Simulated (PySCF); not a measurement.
## Continuum solvent and chemical shifts

Atoms are numbered as in `[CH3:1]/[CH:2]=[CH:3]/[S:4][CH3:5]`. Hydrogens are named by the atom that carries them.

GIAO PBE0/pcSseg-1 in PySCF on one PBE0-D3(BJ)/def2-SVP conformer, non-relativistic, equivalent nuclei averaged. Solvents enter as an IEF-PCM continuum (tetrahydrofuran with ε = 7.4, dimethylsulfoxide with ε = 46.8) around the gas-phase geometry. Shifts are referred to TMS, CS2 computed in the same medium.

In tetrahydrofuran, δ in ppm: C3 133.3, C2 125.7, C1 22.1, C5 16.6, S4 -17.1, H(C3) 5.97, H(C2) 5.16, H(C5) 2.16, H(C1) 1.96. Dipole moment 1.92 D.

**Question.** How does each δ change in the more polar medium?

**Answer.** 
```json
{"atoms": "C3", "environment": "alkene CH", "Δδ, dimethylsulfoxide": "-0.4"}
{"atoms": "C2", "environment": "alkene CH", "Δδ, dimethylsulfoxide": "+1.0"}
{"atoms": "C1", "environment": "allylic methyl carbon", "Δδ, dimethylsulfoxide": "+0.1"}
{"atoms": "C5", "environment": "methyl carbon bonded to S", "Δδ, dimethylsulfoxide": "+0.1"}
{"atoms": "S4", "environment": "sulfide sulfur", "Δδ, dimethylsulfoxide": "-2.8"}
{"atoms": "H(C3)", "environment": "hydrogen on an alkene CH", "Δδ, dimethylsulfoxide": "+0.01"}
{"atoms": "H(C2)", "environment": "hydrogen on an alkene CH", "Δδ, dimethylsulfoxide": "+0.08"}
{"atoms": "H(C5)", "environment": "hydrogen on a methyl carbon bonded to S", "Δδ, dimethylsulfoxide": "+0.03"}
{"atoms": "H(C1)", "environment": "hydrogen on an allylic methyl carbon", "Δδ, dimethylsulfoxide": "+0.01"}
```

Changes are relative to tetrahydrofuran. The dipole moment becomes 2.04 D in dimethylsulfoxide.

**Question.** Which nuclei move most (in ppm), and what does the model miss?

**Answer.** S4 (sulfide sulfur, -2.8 ppm) in dimethylsulfoxide. A continuum only polarises the solute; specific hydrogen bonds, the anisotropy of aromatic solvents and changes of geometry or conformer are outside it.
